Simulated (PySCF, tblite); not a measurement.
**1-Buten-3-yne, 2-methyl- (C5H6): isotopologues and vibrational averages**

Aim: rotational constants, zero-point energies and shieldings of isotopologues of 1-Buten-3-yne, 2-methyl- (C5H6) (`C#CC(=C)C`).

Programs: PySCF 2.14.0 with density-fitted response routines of our own, and tblite 0.8.0. All values are computed, except where a source is named. Atoms count from 0 throughout.

### 1 The starting structure

11 atoms, charge 0, multiplicity 1; geometry from: force field or distance geometry start.

Bonds of the start (Å): C0–C1 1.27, C0–H5 1.03, C1–C2 1.38, C2–C3 1.40, C2–C4 1.53, C3–H6 1.07, C3–H7 1.06, C4–H10 1.08, C4–H8 1.08, C4–H9 1.09.

### 2 GFN2-xTB relaxation, lowest of a short conformer search

What the job is given:

```
{"job": {"xc": "GFN2-xTB", "basis": "xTB", "kind": "relax"}, "charge": 0, "multiplicity": 1}
C      2.416800    -0.622900    -0.399500
C      1.230100    -0.206300    -0.253400
C     -0.064000     0.212100     0.007600
C     -0.411900     1.564800    -0.067500
C     -1.175700    -0.808900     0.275400
H      3.372900    -0.964700    -0.550900
H      0.348600     2.304800    -0.227600
H     -1.427700     1.777400     0.152700
H     -2.149200    -0.421400     0.021800
H     -0.933400    -1.663900    -0.361600
H     -1.184700    -1.160300     1.299200
```

On the command line:

```
$ OMP_NUM_THREADS=1 python ens_run.py task.json out
```

One launch serves the whole session.

The log of the run:

```text
step      E/eV     max force
  0    -371.26755    6.574
  1    -370.43627   20.625
  2    -371.57823    2.910
  3    -371.61615    1.992
  4    -371.65794    0.496
  5    -371.67233    0.465
  6    -371.68468    0.488
  7    -371.69263    0.307
  8    -371.69624    0.154
  9    -371.69897    0.168
 10    -371.70072    0.140
 11    -371.70204    0.113
 12    -371.70326    0.115
 13    -371.70460    0.140
 14    -371.70586    0.137
 15    -371.70683    0.080
 16    -371.70755    0.091
 17    -371.70822    0.081
 18    -371.70881    0.091
 19    -371.70915    0.055
 20    -371.70929    0.036
 21    -371.70939    0.036
 22    -371.70952    0.043
 23    -371.70966    0.046
 24    -371.70978    0.044
 25    -371.70990    0.048
 26    -371.71005    0.056
 27    -371.71029    0.063
 28    -371.71062    0.071
 29    -371.71098    0.060
 30    -371.71133    0.051
 31    -371.71170    0.059
 32    -371.71208    0.059
 33    -371.71246    0.066
 34    -371.71284    0.062
 35    -371.71324    0.054
 36    -371.71375    0.070
 37    -371.71435    0.070
 38    -371.71491    0.061
 39    -371.71542    0.058
 40    -371.71583    0.091
 41    -371.71633    0.085
 42    -371.71671    0.054
 43    -371.71709    0.037
 44    -371.71736    0.047
 45    -371.71780    0.063
 46    -371.71813    0.050
 47    -371.71832    0.025
 48    -371.71838    0.023
 49    -371.71845    0.027
 50    -371.71853    0.027
 51    -371.71862    0.026
 52    -371.71869    0.033
 53    -371.71881    0.038
 54    -371.71898    0.048
 55    -371.71921    0.051
 56    -371.71940    0.032
 57    -371.71952    0.032
 58    -371.71961    0.031
 59    -371.71970    0.030
 60    -371.71977    0.022
 61    -371.71980    0.014
 62    -371.71982    0.014
 63    -371.71983    0.013
 64    -371.71987    0.014
 65    -371.71988    0.009
 66    -371.71989    0.016
 67    -371.71990    0.035
 68    -371.71991    0.013
 69    -371.71995    0.028
 70    -371.71997    0.035
 71    -371.71999    0.019
 72    -371.71999    0.006
 73    -371.71999    0.009
 74    -371.72000    0.013
 75    -371.72000    0.009
 76    -371.72000    0.003
```

Run time: 0.29 s. Hardware: 1 thread of AMD EPYC 7B13, shared host.

The energy fell by 0.452 eV, and the atoms moved 0.20 Å (root mean square).

### 3 Tight optimisation and Hessian

What the job is given:

```
{"job": {"xc": "B3LYP", "basis": "pcSseg-1", "grid": 2, "temperatures": [400, 700], "kind": "geom"}, "charge": 0, "multiplicity": 1}
C      2.341619    -0.616950    -0.306597
C      1.220985    -0.206780    -0.176047
C     -0.114356     0.243800    -0.016323
C     -0.414687     1.536633    -0.103125
C     -1.126560    -0.830578     0.249988
H      3.325865    -0.961034    -0.423104
H      0.338935     2.281073    -0.295597
H     -1.425755     1.887345     0.017212
H     -2.120036    -0.403062     0.359899
H     -1.135847    -1.548083    -0.570164
H     -0.868466    -1.371684     1.160005
```

The log of the run:

```text
step   0  E = -5280.0874257 eV  max force = 0.61123
step   1  E = -5280.1117656 eV  max force = 0.12056
step   2  E = -5280.1119720 eV  max force = 0.04417
step   3  E = -5280.1121375 eV  max force = 0.00630
step   4  E = -5280.1121396 eV  max force = 0.00133
step   5  E = -5280.1121396 eV  max force = 0.00133
step   6  E = -5280.1121396 eV  max force = 0.00031
harmonic wavenumbers (cm-1): 175.5 188.1 272.7 402.6 558.4 574.3 684.9 704.6 744.2 775.9 933.2 964.5 1029.2 1068.5 1283.9 1403.0 1430.6 1468.3 1483.7 1672.9 2197.6 3021.7 3081.2 3111.8 3138.2 3227.1 3464.8
```

It took 7.1 min on 1 thread of AMD EPYC 7B13, shared host; peak memory 0.63 GiB.

### 4 Displacements along the modes, parent

What the job is given:

```
{"job": {"xc": "B3LYP", "basis": "pcSseg-1", "grid": 2, "temperatures": [400, 700], "kind": "vib", "mass_numbers": [12, 12, 12, 12, 12, 1, 1, 1, 1, 1, 1]}, "charge": 0, "multiplicity": 1}
C      2.365578    -0.618846    -0.310145
C      1.243574    -0.199448    -0.179747
C     -0.108325     0.245622    -0.017012
C     -0.419290     1.546570    -0.103118
C     -1.135593    -0.830236     0.251409
H      3.361980    -0.976142    -0.427628
H      0.338770     2.299573    -0.297455
H     -1.445589     1.883504     0.019894
H     -2.134914    -0.399597     0.361897
H     -1.156073    -1.558366    -0.568153
H     -0.888421    -1.381952     1.166204
```

The log of the run:

```text
mode    cm-1    km/mol   phi_rrr   E(+)/cm-1  E(-)/cm-1
  1    175.50     0.11       1.2      72.46      71.85
  2    188.13     1.91       2.4      35.12      35.00
  3    272.67    10.03       1.5      50.35      50.21
  4    402.58     0.04      41.1      74.22      71.30
  5    558.36     2.80      -3.1     100.85     100.83
  6    574.25     9.08       2.3     103.64     103.32
  7    684.86    45.47      -0.6     130.43     131.05
  8    704.59    42.83       7.8     134.43     134.00
  9    744.25     0.01      -4.2     135.98     136.10
 10    775.88     1.38     112.8     143.77     135.68
 11    933.16    41.29      -1.5     169.94     170.39
 12    964.47     0.60     -40.9     172.74     175.60
 13   1029.23     3.46       9.3     186.27     185.48
 14   1068.52     0.98       2.7     192.67     192.95
 15   1283.89    13.48     -19.9     230.42     231.86
 16   1402.99     4.04     -97.4     249.30     256.34
 17   1430.62     0.15     -30.5     256.50     258.72
 18   1468.31    10.13      -0.2     264.43     264.27
 19   1483.75    15.17      42.3     268.66     265.58
 20   1672.85    15.75    -370.5     288.27     314.92
 21   2197.61     0.98    -473.0     379.16     413.20
 22   3021.67    16.22    1076.3     584.38     506.98
 23   3081.22    11.13       1.9     557.84     557.49
 24   3111.81    12.92    1223.0     607.74     519.90
 25   3138.16     1.93    1326.3     615.14     519.80
 26   3227.07     5.23    -336.6     571.77     595.99
 27   3464.81    82.67   -1883.9     561.17     696.37
```

Wall time 7.8 min (1 thread of AMD EPYC 7B13, shared host); peak memory 0.62 GiB.

### 5 Displacements along the modes, 2H at atom 8

The job, as its differences from that of step 4:

```diff
@@ -1,2 +1,2 @@
-{"job": {"xc": "B3LYP", "basis": "pcSseg-1", "grid": 2, "temperatures": [400, 700], "kind": "vib", "mass_numbers": [12, 12, 12, 12, 12, 1, 1, 1, 1, 1, 1]}, "charge": 0, "multiplicity": 1}
+{"job": {"xc": "B3LYP", "basis": "pcSseg-1", "grid": 2, "temperatures": [400, 700], "kind": "vib", "mass_numbers": [12, 12, 12, 12, 12, 1, 1, 1, 2, 1, 1]}, "charge": 0, "multiplicity": 1}
 C      2.365578    -0.618846    -0.310145
```

The log of the run:

```text
mode    cm-1    km/mol   phi_rrr   E(+)/cm-1  E(-)/cm-1
  1    154.18     0.07      -2.4      58.06      58.46
  2    186.12     1.85      -2.6      34.63      34.77
  3    272.46    10.09       1.5      50.32      50.16
  4    386.36     0.04     -42.9      68.33      71.39
  5    550.80     2.87      -2.8      99.53      99.52
  6    573.16     8.98       1.3     103.40     103.16
  7    684.85    45.45       0.6     131.06     130.43
  8    704.04    41.98     -11.9     133.42     134.17
  9    727.41     1.62      84.2     134.02     128.04
 10    743.06     0.01       4.2     135.82     135.70
 11    907.10     2.61      25.1     164.44     162.55
 12    932.86    40.62      -1.4     169.89     170.34
 13    964.45     0.67      45.1     175.72     172.56
 14   1031.27     2.42       1.2     185.81     186.15
 15   1240.76     4.56     -30.3     222.34     224.46
 16   1293.51     5.53      -2.1     232.95     233.06
 17   1333.44    15.92     -61.8     238.09     242.51
 18   1430.51     0.06     -30.5     256.49     258.71
 19   1455.98    13.41      58.6     264.35     260.05
 20   1670.96    16.47    -375.7     287.74     314.78
 21   2197.54     1.04    -472.6     379.16     413.17
 22   2267.53     7.62    1219.8     454.97     367.34
 23   3044.36    12.39    1327.3     598.37     503.00
 24   3081.07    10.98      15.5     558.30     556.98
 25   3138.10     1.53    1330.0     615.27     519.67
 26   3227.04     5.01    -337.7     571.72     596.03
 27   3464.81    82.70   -1883.9     561.17     696.37
```

Wall time 7.9 min (1 thread of AMD EPYC 7B13, shared host); peak memory 0.62 GiB.

### 6 Vibrational averages by isotopologue

What the job is given:

```
{"job": {"xc": "B3LYP", "basis": "pcSseg-1", "grid": 2, "temperatures": [400, 700], "kind": "iso"}, "charge": 0, "multiplicity": 1}
C      2.365578    -0.618846    -0.310145
C      1.243574    -0.199448    -0.179747
C     -0.108325     0.245622    -0.017012
C     -0.419290     1.546570    -0.103118
C     -1.135593    -0.830236     0.251409
H      3.361980    -0.976142    -0.427628
H      0.338770     2.299573    -0.297455
H     -1.445589     1.883504     0.019894
H     -2.134914    -0.399597     0.361897
H     -1.156073    -1.558366    -0.568153
H     -0.888421    -1.381952     1.166204
```

The log of the run:

```text
parent
  Be/MHz 9351.874 4017.783 2860.244
  B0/MHz 9282.921 4009.622 2846.285
  ZPE/cm-1 19530.6
  <sigma>(0 K)/ppm 92.904 89.716 40.021 43.742 148.371 28.192 25.408 25.510 29.121 28.870 28.868
2H at atom 8
  Be/MHz 9167.89 3856.374 2761.029
  B0/MHz 9100.326 3847.832 2747.781
  ZPE/cm-1 18831.9
  <sigma>(0 K)/ppm 92.921 89.715 40.026 43.824 148.685 28.195 25.411 25.513 29.248 28.889 28.886
```

It took 23 min on 1 thread of AMD EPYC 7B13, shared host; peak memory 0.63 GiB. This counts the whole study up to here.

Rotational constants (MHz) at equilibrium and in the ground state:

```csv
isotopologue,Be,B0,zero-point change (cm⁻¹)
parent,"9351.9, 4017.8, 2860.2","9282.9, 4009.6, 2846.3",0.0
2H at atom 8,"9167.9, 3856.4, 2761.0","9100.3, 3847.8, 2747.8",-698.7
```

Shieldings of the first species (ppm): at equilibrium, the vibrational parts at 0 K, and the averages:

```csv
atom,equilibrium,anharmonic,harmonic,0 K,400 K,700 K
C0,96.55,0.22,-3.87,92.90,91.99,90.60
C1,93.28,-0.21,-3.36,89.72,88.55,86.41
C2,43.68,-0.79,-2.87,40.02,39.62,38.59
C3,48.09,-0.85,-3.50,43.74,43.29,42.57
C4,152.93,0.78,-5.33,148.37,148.33,148.15
H5,28.82,0.21,-0.84,28.19,28.12,27.97
H6,25.90,-0.08,-0.41,25.41,25.36,25.28
H7,25.99,-0.06,-0.42,25.51,25.49,25.44
H8,29.81,0.12,-0.81,29.12,29.03,28.90
H9,29.54,0.13,-0.80,28.87,28.83,28.76
H10,29.54,0.13,-0.80,28.87,28.83,28.76
```

Isotope effects on the shieldings at 0 K (ppb; positive means more shielded):

```csv
atom,2H at atom 8
C0,17
C1,-2
C2,4
C3,82
C4,314
H5,2
H6,3
H7,3
H8,128
H9,19
H10,18
```

### 7 Summary of results

```
                  quantity                       value
               point group                          Cs
   B0 of the first species  9282.9, 4009.6, 2846.3 MHz
         zero-point energy                  19531 cm⁻¹
zero-point change of σ(C4)                   -4.56 ppm
```

What this shows: Zero-point motion changes the shielding of C4 most, by -4.56 ppm. The largest secondary isotope effect is 314 ppb on C4, 1 bond from the change (2H at atom 8). The job flags a low mode; perturbation theory is less sure for low modes. Internal rotors are held in one well.
